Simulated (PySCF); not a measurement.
Species: C3H5FOS.
SMILES with atom numbers: `[O:1]=[S@@:2]1[CH2:3][CH2:4][C@H:5]1[F:6]`

Geometry (GFN2-xTB, Å), atoms numbered from 1 in this order:
```xyz
11
C3H5FOS angstrom
O      0.788    1.852   -1.524
S      0.102    1.516   -0.286
C      1.009    0.108    0.556
C     -0.232   -0.777    0.542
C     -0.947   -0.031   -0.576
F     -2.287    0.135   -0.399
H      1.801   -0.239   -0.102
H      1.408    0.361    1.533
H     -0.054   -1.835    0.352
H     -0.804   -0.677    1.464
H     -0.778   -0.410   -1.586
```

NICS = −σ at a ghost point: NICS(0) at the centroid of the ring atoms, NICS(1) 1 Å to either side along the normal of their mean plane, zz for the tensor component along that normal. Level: GIAO PBE0/pcSseg-1 (PySCF, non-relativistic, gas phase) on the GFN2-xTB geometry, one conformer.

Ring bond lengths (Å), with Mayer bond orders in brackets: S2–C3 1.874 (0.87), C3–C4 1.525 (1.01), C4–C5 1.522 (0.98), C5–S2 1.892 (0.84).

Problem. What do the NICS probes read (ppm)?

Solution. 
```
       ring                                             type  NICS(0)  NICS(1), two faces  NICS(1)zz, two faces  rms pucker (Å)  centre to ring atoms, mean (Å)
S2–C3–C4–C5  4-membered ring with S; formal bonds all single     -3.4         -3.4 / -0.4            -0.3 / 3.3            0.14                            1.19
```

Problem. What can be read from them?

Solution. 
- S2–C3–C4–C5: mean NICS(1)zz 1.5 ppm, near zero. C3, C4, C5 have four or more neighbours, and the NICS criterion for π rings isn't applied. A hydrogen on C4, outside the ring, lies only 1.39 Å from a NICS(1) probe, which then mostly feels that atom. The two faces differ by 3.6 ppm, so no symmetry operation interchanges them.

Problem. At the second NICS(1) probe listed for ring S2–C3–C4–C5, 1 Å off the ring, how large is the induced field along the normal in 7.05 T applied along it?

Solution. NICSzz × B0 = 3.3 ppm × 7.05 T = 23 μT, along the applied field.
